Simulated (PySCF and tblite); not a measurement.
Results of a calculation; reference values are marked as such.
C4H5NO, numbered as in [CH3:1][O:2]/[CH:3]=[CH:4]/[C:5]#[N:6].

Conformers came from 60 starts (ETKDG, MMFF94s, GFN2-xTB); geometries are GFN2-xTB. Energies: B3LYP-D3(BJ)/def2-SVP (IEF-PCM, dichloromethane), with GFN2-xTB thermal terms (modes under about 100 cm⁻¹ blended into free rotors). Symmetry numbers and mirror images are counted. Conformers within 2.5 kcal/mol (GFN2-xTB free energy) were kept, 6 at most. Couplings: B3LYP/6-31G* with pcJ-1 on H (gas phase; spin-dipole term only for pairs with B, N, F, Si or P). Couplings are for ¹H. H–H couplings come out 0.1 to 0.9 Hz lower than with pcJ-1 on all atoms. Codes: tblite and PySCF.

Torsions listed: C1–O2–C3–C4.

```tsv
conformer	shape	weight %
1	0°	84.5
2	180°	15.5
```

Task: Give the couplings in each conformer and the averages at 298.15 K (pairs that fast motion interchanges averaged).

Result: 
| coupling | pairs | 1 | 2 | average (Hz) |
| --- | --- | --- | --- | --- |
| ²J(H1,H1) | 3 | -12.1 | -11.9 | -12.0 |
| ³J(H3,H4) | 1 | 13.4 | 12.2 | 13.2 |
